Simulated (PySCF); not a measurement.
Cartesian coordinates in Å; atom numbers follow the order of the lines, from 1:
```xyz
4

O    -0.3473    1.0568    0.7936
C    -0.0629    0.0280    0.3117
F     0.9437   -0.7310    0.6569
F    -0.6988   -0.5626   -0.6650
```

Geometry: PBE0-D3(BJ)/def2-SVP; GIAO shifts from PySCF 2.14, gas phase, non-relativistic, averaged over equivalent atoms.

At PBE0/pcSseg-1 (68 basis functions, 2.3 s wall time on 1 thread of an Intel Xeon Platinum 8488C, shared host):
| atoms | δ (ppm) |
| --- | --- |
| O1 | 322.7 |
| C2 | 143.3 |
| F3/F4 | -21.8 |

References, each an isolated molecule treated in the same way: 17O (σref 334.56) vs H2O; TMS for 13C (σref 184.41); 19F (σref 177.25) against CFCl3.

Task: Predict the values at PBE0/pcSseg-2 on the same geometry.

Result: 
```csv
atoms,δ at PBE0/pcSseg-2,change
O1,314.8,-7.9
C2,145.8,+2.5
F3/F4,-22.6,-0.8
```

Chemical shifts δ = σref − σ; 17O (σref 328.15) vs H2O; TMS for 13C (σref 184.13); 19F (σref 175.81) against CFCl3, all at this level.

The largest change is at O1 (carbonyl oxygen). Cost: 144 basis functions, 4.2 s wall time on 1 thread of an Intel Xeon Platinum 8488C, shared host.

Unscaled 19F shifts against computed CFCl3 carry errors that often reach 10 to 50 ppm. Unscaled 17O shifts of doubly bonded oxygen tend to come out too high, by tens of ppm or more. Experimental scales use liquid or dissolved standards, which lie at an offset from isolated H2O (liquid H2O: subtract about 36 ppm).
